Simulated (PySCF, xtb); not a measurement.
BeH, SMILES [BeH], multiplicity 2.

Harmonic wavenumbers (cm⁻¹) from GFN2-xTB run with xtb at its own minimum, in rising order: 1887.

Q: What does PBE0-D3(BJ)/def2-TZVPD in PySCF give at its own minimum? (The exact figures need the calculation; the answer reports its results.)

A: 2030. Paired by order, the mean absolute difference is 142 cm⁻¹ and the zero-point energies are 2.7 and 2.9 kcal/mol.
